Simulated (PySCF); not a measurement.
H4O2Si.
InChI=1S/H4O2Si/c1-3-2/h1-2H,3H2

A linear-response calculation (PySCF, def2-SVPD basis, gas phase, vertical, core orbitals frozen in the response) gave these numbers; the functional is withheld.

Orbital energies (eV): HOMO-3 -11.27, HOMO-2 -9.64, HOMO-1 -9.45, HOMO -8.99, LUMO 0.03, LUMO+1 0.57, LUMO+2 1.37.

```json
{"state": "S1", "E (eV)": "7.63", "f": "0.0050", "main configurations (H = HOMO, L = LUMO)": "H→L (94%)"}
{"state": "S2", "E (eV)": "8.09", "f": "0.039", "main configurations (H = HOMO, L = LUMO)": "H-1→L (91%)"}
{"state": "S3", "E (eV)": "8.10", "f": "0.034", "main configurations (H = HOMO, L = LUMO)": "H→L+1 (57%), H-2→L (40%)"}
{"state": "S4", "E (eV)": "8.36", "f": "0.017", "main configurations (H = HOMO, L = LUMO)": "H-2→L (52%), H→L+1 (39%)"}
{"state": "S5", "E (eV)": "8.59", "f": "0.0042", "main configurations (H = HOMO, L = LUMO)": "H-1→L+1 (89%)"}
{"state": "S6", "E (eV)": "8.95", "f": "0.074", "main configurations (H = HOMO, L = LUMO)": "H-2→L+1 (84%)"}
```

Triplets (Tamm–Dancoff): T1 7.30 eV, H→L (87%); T2 7.62 eV, H→L+1 (63%), H-2→L (30%); T3 7.68 eV, H-1→L (88%); T4 7.97 eV, H-2→L (53%), H→L+1 (27%), H-1→L+1 (9%).

Vertical ionisation energy by ΔSCF with the same functional: 11.37 eV. Mean static polarisability: 35.4 au.

**Question.** Which of these was used?
A. PBE0
B. HF
C. CAM-B3LYP
D. PBE

**Answer.** A. PBE0 is a global hybrid with 25% exact exchange. In this run −ε(HOMO) = 8.99 eV differs from the ΔSCF value by -2.38 eV, and S1 differs from the orbital gap of 9.02 eV by -1.39 eV. The ratio −ε(HOMO)/IP is 0.79. Small neutral molecules mostly give 0.7 to 0.83 with PBE0, 0.5 to 0.7 with PBE, 0.85 to 0.93 with CAM-B3LYP; with Hartree–Fock the ratio is 1 or more (Koopmans' value less the relaxation energy is the ΔSCF value).

Level of theory: TDDFT PBE0/def2-SVPD, vertical, gas phase, core orbitals frozen in the response in PySCF 2.14.0, density-fitted response routines. The structure is a single PBE0-D3(BJ)/def2-SVP conformer in the gas phase; no vibrational or solvent corrections.

Conformer computed: `[OH:1][SiH2:2][OH:3]`: H–O1–Si2–O3 66°, H–O3–Si2–O1 65°.
